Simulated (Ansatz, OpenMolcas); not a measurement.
## How methods differ on BN (boron nitride)

BN: 2 atoms, total charge 0, spin state triplet. As SMILES, `B#N`. Geometry: relaxed at GFN2-xTB.

```xyz
2

B     0.0000    0.0000    0.0000
N     0.0000    0.0000    1.2684
```

Quantity: the energy change with the B1–N2 bond stretched from 1.268 to 1.903 Å, in eV. The values are calculated.

```tsv
level	kind	program	value (eV)
U-revPBE/6-31G	GGA	Ansatz	1.84
U-r2SCAN/6-31G	meta-GGA	Ansatz	2.08
U-r2SCAN0/6-31G	hybrid meta-GGA	Ansatz	1.99
U-wB97X/6-31G	range-separated hybrid	Ansatz	1.83
UHSE06/6-31G	range-separated hybrid	Ansatz	1.95
RPA@PBE/6-31G	RPA	Ansatz	1.22
UCCSD(T)/6-31G	coupled cluster or CI	Ansatz	1.52
UCCSDT/6-31G	coupled cluster or CI	Ansatz	1.52
FCI/STO-3G	exact in the basis	OpenMolcas	2.02
```

The first shape isn't each level's own minimum. The values span 1.22 to 2.08 eV. Spin contamination of the reference (⟨S²⟩ at least 0.1 too high) touches U-r2SCAN/6-31G, U-r2SCAN0/6-31G, UCCSD(T)/6-31G, UCCSDT/6-31G. The coupled-cluster rows rest on a doubtful reference here (large T1 or Brueckner and Hartree–Fock orbitals at odds), and rows may lie in different states. All rows use very small basis sets, so none should be taken for the real molecule's value.
